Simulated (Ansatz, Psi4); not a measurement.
How methods differ on SiH3 (silyl radical)

The species is SiH3 (4 atoms), meant as a doublet with charge 0. As SMILES, `[SiH3]`. Geometry: relaxed at PBE0-D4/def2-TZVP.

```tsv
atom	x (Å)	y (Å)	z (Å)
Si	0.2938	-0.0269	-0.1640
H	0.5592	0.6653	1.1239
H	-0.2240	-1.4017	0.0601
H	-0.6289	0.7632	-1.0200
```

Each level gives the energy change with the Si1–H3 bond stretched from 1.486 to 1.932 Å (eV). The values are calculated.

```csv
level,kind,program,value (eV)
UBLYP/cc-pVTZ,GGA,Psi4,0.87
UTPSS/cc-pVTZ,meta-GGA,Psi4,0.95
UB3LYP/cc-pVTZ,global hybrid,Ansatz,0.96
UBHLYP/cc-pVTZ,global hybrid,Psi4,1.06
UM06-2X/cc-pVTZ,hybrid meta-GGA,Psi4,1.04
UHSE06/cc-pVTZ,range-separated hybrid,Psi4,0.97
UBCCD(T)/cc-pVTZ,coupled cluster or CI,Ansatz,0.98
UCC3/cc-pVTZ,coupled cluster or CI,Psi4,0.98
```

The first shape isn't each level's own minimum. The values span 0.87 to 1.06 eV.
